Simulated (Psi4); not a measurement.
# SiH2ClO (SMILES O[SiH]Cl): levels of theory compared

We compute a comparison of 4 runs (UHF/6-31G**, UHF/def2-SVP, UHF/6-311G**, USVWN5/def2-SVP) of SiH2ClO. 

Program for the calculation: Psi4 1.11.

### Step 1. Starting point

SiH2ClO: 5 atoms, total charge 0, spin state doublet. SMILES: `O[SiH]Cl`. The shape is that of a PBE0-D4/def2-TZVP optimisation. This is one conformer, not always the lowest.

Bond lengths: O1–Si2 1.639 Å, Si2–Cl3 2.065 Å, O1–H4 0.959 Å, Si2–H5 1.488 Å. Angles: O1–Si2–Cl3 111.1°, O1–Si2–H5 105.3°, Cl3–Si2–H5 108.3°, Si2–O1–H4 118.3°.

### Step 2. A single-point energy at UHF/6-31G(d,p) (spherical functions) (run 1)

The input, clh2osi.in:

```
memory 1600 MB

molecule mol {
  0 2
  O     -0.806100    -0.432000    -0.746500
  Si    -0.092300     0.479800     0.414000
  Cl     1.606600    -0.440800     1.143600
  H     -1.024100    -1.343200    -0.540000
  H      0.316000     1.736300    -0.271100
  symmetry c1
}

set basis 6-31G**
set reference uhf
set puream true
set e_convergence 1e-09
set d_convergence 1e-08
set scf_type pk
set maxiter 200

e_tot, wfn = energy('hf', return_wfn=True)
oeprop(wfn, 'WIBERG_LOWDIN_INDICES', 'MAYER_INDICES', 'LOWDIN_CHARGES')
print_variables()
```

On the command line:

```bash
$ psi4 clh2osi.in clh2osi.out -n 1
```

clh2osi.out:

```text
[...]
  Running in c1 symmetry.
[...]
  Nuclear repulsion =  141.009384922701543
[...]
  Multiplicity = 2
[...]
  Nalpha       = 21
  Nbeta        = 20
[...]
    Number of basis functions: 60
[...]
   @UHF iter   1:  -824.39516178417443   -5.52564e-01   6.91971e-03 DIIS/ADIIS
[...]
   @UHF iter  14:  -824.47694618868172   -4.54747e-13   3.66844e-09 DIIS
[...]
   @S^2 Observed:                7.537213963E-01
[...]
    Orbital Energies [Eh]
    ---------------------
    Alpha Occupied:
       1A   -104.809614     2A    -68.839310     3A    -20.589513
       4A    -10.551478     5A     -8.020592     6A     -8.017160
       7A     -8.016692     8A     -6.195001     9A     -4.304863
      10A     -4.298074    11A     -4.296593    12A     -1.370560
      13A     -1.102778    14A     -0.774576    15A     -0.650566
      16A     -0.590658    17A     -0.569617    18A     -0.523262
      19A     -0.479915    20A     -0.467131    21A     -0.346331
    Alpha Virtual:
      22A      0.131465    23A      0.142896    24A      0.236257
      25A      0.251614    26A      0.296781    27A      0.357754
[...]
  @UHF Final Energy:  -824.47694618868172
   => Energetics <=
    Nuclear Repulsion Energy =            141.0093849227015426
    One-Electron Energy =               -1421.8967545989612518
    Two-Electron Energy =                 456.4104234875781003
    Total Energy =                       -824.4769461886817226
  UHF NO Occupations:
  HONO-2 :   19  A 1.9996639
  HONO-1 :   20  A 1.9987998
[...]
 Multipole Moments:
 ------------------------------------------------------------------------------------
     Multipole            Electronic (a.u.)      Nuclear  (a.u.)        Total (a.u.)
 ------------------------------------------------------------------------------------
 L = 1.  Multiply by 2.5417464519 to convert [e a0] to [Debye]
 Dipole X            :          1.9380965           -2.6275711           -0.6894746
 Dipole Y            :         -1.0125298            0.8840190           -0.1285108
 Dipole Z            :          2.4213657           -2.2746315            0.1467343
 Magnitude           :                                                    0.7165341
[...]
```

Wall time 3 s (1 thread of Intel Xeon Platinum 8259CL at 2.50GHz (Skylake/Cascade Lake), shared host); peak memory 0.21 GiB.

### Step 3. Energy and forces at UHF/def2-SVP (run 2)

The input, clh2osi.inp:

```
memory 1.6 GB

molecule {
  0 2
  O     -1.52330823    -0.81636169    -1.41068055
  Si    -0.17442172     0.90669059     0.78234662
  Cl     3.03603399    -0.83299128     2.16109080
  H     -1.93526852    -2.53828013    -1.02045211
  H      0.59715346     3.28113147    -0.51230475
  units au
  symmetry c1
  no_reorient
  no_com
}

set {
  basis def2-SVP
  reference uhf
  puream true
  e_convergence 1e-09
  d_convergence 1e-08
  scf_type pk
  maxiter 200
}

gradient("scf")
print_variables()
```

On the command line:

```bash
$ psi4 clh2osi.inp clh2osi.out -n 1
```

clh2osi.out:

```text
[...]
  Running in c1 symmetry.
[...]
  Nuclear repulsion =  141.009385007130675
[...]
  Multiplicity = 2
[...]
  Nalpha       = 21
  Nbeta        = 20
[...]
    Number of basis functions: 60
[...]
   @UHF iter   1:  -824.13066799439150   -5.44162e-01   6.95109e-03 DIIS/ADIIS
[...]
   @UHF iter  13:  -824.21311540977263   -5.22959e-12   9.98289e-09 DIIS
[...]
   @S^2 Observed:                7.538254795E-01
[...]
  @UHF Final Energy:  -824.21311540977263
   => Energetics <=
    Nuclear Repulsion Energy =            141.0093850071306747
    One-Electron Energy =               -1421.5131068588566450
    Two-Electron Energy =                 456.2906064419532299
    Total Energy =                       -824.2131154097726267
  UHF NO Occupations:
  HONO-2 :   19  A 1.9996741
  HONO-1 :   20  A 1.9987571
[...]
 Multipole Moments:
 ------------------------------------------------------------------------------------
     Multipole            Electronic (a.u.)      Nuclear  (a.u.)        Total (a.u.)
 ------------------------------------------------------------------------------------
 L = 1.  Multiply by 2.5417464519 to convert [e a0] to [Debye]
 Dipole X            :        -36.2161875           35.6460928           -0.5700946
 Dipole Y            :          7.0574631           -7.2552257           -0.1977626
 Dipole Z            :        -34.6814233           34.8731950            0.1917718
 Magnitude           :                                                    0.6331622
[...]
  -Total Gradient:
     Atom            X                  Y                   Z
    ------   -----------------  -----------------  -----------------
       1        0.004338261793     0.019559746390    -0.004933528881
       2        0.000508978619    -0.011513487569     0.006642343799
       3       -0.004560977144     0.003584378667    -0.002585435649
       4       -0.002258983372    -0.014522125498     0.005257603639
       5        0.001972720114     0.002891488009    -0.004380982900
[...]
```

Run time: 3.6 s. Hardware: 1 thread of Intel Xeon Platinum 8259CL at 2.50GHz (Skylake/Cascade Lake), shared host; peak memory 0.21 GiB.

Run 3 isn't shown in full; the table further down has it.

### Step 4. The energy at USVWN5/def2-SVP (run 4)

The input, job.inp:

```
memory 1.6 GB

molecule {
  0 2
  O     -1.52330823    -0.81636169    -1.41068055
  Si    -0.17442172     0.90669059     0.78234662
  Cl     3.03603399    -0.83299128     2.16109080
  H     -1.93526852    -2.53828013    -1.02045211
  H      0.59715346     3.28113147    -0.51230475
  units bohr
  symmetry c1
  no_reorient
  no_com
}

set {
  basis def2-SVP
  reference uks
  puream true
  e_convergence 1e-09
  d_convergence 1e-08
  scf_type pk
  dft_radial_points 99
  dft_spherical_points 590
  maxiter 200
}

E, wfn = energy('scf', dft_functional={"name": "SVWN5", "x_functionals": {"LDA_X": {}}, "c_functionals": {"LDA_C_VWN": {}}}, return_wfn=True)
```

On the command line:

```bash
$ psi4 -n 1 job.inp job.out
```

job.out:

```text
[...]
  Running in c1 symmetry.
[...]
  Nuclear repulsion =  141.009385007130675
[...]
  Multiplicity = 2
[...]
  Nalpha       = 21
  Nbeta        = 20
[...]
    Number of basis functions: 60
[...]
   @UKS iter   1:  -822.46397907075448   -7.24413e-03   1.19829e-02 ADIIS/DIIS
[...]
   @UKS iter  13:  -822.67105585344200    5.68434e-13   3.36616e-09 DIIS
[...]
   @S^2 Observed:                7.508098162E-01
[...]
    Orbital Energies [Eh]
    ---------------------
    Alpha Occupied:
       1A   -100.268009     2A    -65.151817     3A    -18.631883
       4A     -9.132618     5A     -6.996352     6A     -6.989622
       7A     -6.989285     8A     -5.069180     9A     -3.515254
      10A     -3.514196    11A     -3.511857    12A     -0.922151
      13A     -0.750730    14A     -0.530484    15A     -0.424474
      16A     -0.365692    17A     -0.343204    18A     -0.323250
      19A     -0.291745    20A     -0.286117    21A     -0.175502
    Alpha Virtual:
      22A     -0.012976    23A      0.004137    24A      0.044185
      25A      0.068809    26A      0.142376    27A      0.269031
[...]
  @UKS Final Energy:  -822.67105585344200
   => Energetics <=
    Nuclear Repulsion Energy =            141.0093850071306747
    One-Electron Energy =               -1421.7002210968896634
    Two-Electron Energy =                 513.3230661726166772
    DFT Exchange-Correlation Energy =     -55.3032859362997797
    Empirical Dispersion Energy =           0.0000000000000000
    VV10 Nonlocal Energy =                  0.0000000000000000
    Total Energy =                       -822.6710558534419988
[...]
 Multipole Moments:
 ------------------------------------------------------------------------------------
     Multipole            Electronic (a.u.)      Nuclear  (a.u.)        Total (a.u.)
 ------------------------------------------------------------------------------------
 L = 1.  Multiply by 2.5417464519 to convert [e a0] to [Debye]
 Dipole X            :        -36.0487099           35.6460928           -0.4026170
 Dipole Y            :          6.9143260           -7.2552257           -0.3408997
 Dipole Z            :        -34.8834368           34.8731950           -0.0102418
 Magnitude           :                                                    0.5276532
[...]
```

Run time: 9.9 s. Hardware: 1 thread of Intel Xeon Platinum 8259CL at 2.50GHz (Skylake/Cascade Lake), shared host; peak memory 0.34 GiB.

### Step 5. The series

```
run                              level      task               properties  energy (Eh)  dipole moment (D)  HOMO energy (eV)  LUMO energy (eV)  wall time
  1  UHF/6-31G** (spherical functions)    energy  (wiberg, mayer, lowdin)  -824.476946               1.82             -9.42              1.20        3 s
  2                       UHF/def2-SVP  gradient                        –  -824.213115               1.61             -9.33              1.36      3.6 s
  3                       UHF/6-311G**    energy                        –  -824.544823               1.88             -9.51              1.07      5.7 s
  4                    USVWN5/def2-SVP    energy                        –  -822.671056               1.34             -4.78             -3.61      9.9 s
```

### Step 6. Summary of results

```
                                 quantity          value
                      run 4: total energy  -822.67106 Eh
                     run 4: dipole moment         1.34 D
run 4: HOMO energy (highest over α and β)       -4.78 eV
 run 4: LUMO energy (lowest over α and β)       -3.61 eV
                              run 4: ⟨S²⟩          0.751
```

The dipole moment (its size) runs from 1.34 D (USVWN5/def2-SVP) to 1.88 D (UHF/6-311G**). The two ends differ in method and basis. All runs together took 22 s, the longest 9.9 s.
